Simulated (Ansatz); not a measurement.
`C=CNCC` → `NCC1CC1`  (isomerisation)

Computed with Ansatz on PBE0-D4/def2-TZVP structures; ΔE is electronic, products minus reactants. CCSD(T)/CBS is the MP2 limit (def2-TZVPP, def2-QZVPP) plus CCSD(T) − MP2 in def2-TZVPP, frozen cores. DFT in def2-TZVPP. B3LYP here is the variant with VWN-RPA as its local correlation; programs differ in this. One conformer a species, not always the lowest.

Problem. Is it downhill or uphill in electronic energy at CCSD(T)/CBS, and by how much? (Best estimate.)

Solution. Ansatz gave: Uphill: ΔE = +0.20 eV.

Problem. What do these levels give: r2SCAN-D4, B3LYP-D4, ωB97X-V, ωB97M-V, B2PLYP, PBE0, B3LYP, HF/def2-TZVPP, SCS-MP2/def2-TZVPP, CCSD(T)/def2-TZVPP, SCS-MP2/def2-QZVPP, CCSD/CBS(def2)? (Estimate.)

Solution. Computed: r2SCAN-D4 0.24, B3LYP-D4 0.38, ωB97X-V 0.11, ωB97M-V 0.18, B2PLYP 0.30, PBE0 0.14, B3LYP 0.38, HF/def2-TZVPP 0.34, SCS-MP2/def2-TZVPP 0.16, CCSD(T)/def2-TZVPP 0.19, SCS-MP2/def2-QZVPP 0.17, CCSD/CBS(def2) 0.18 eV.

Largest T1 diagnostic among the species: 0.011.

From PBE to PBE0 (25 % exact exchange), in def2-TZVPP and without D4, ΔE moves by −0.10 eV. In def2-TZVPP, CCSD(T) changes the Hartree–Fock value by −0.15 eV (the triples alone add +0.02 eV) and MP2 by −0.25 eV.
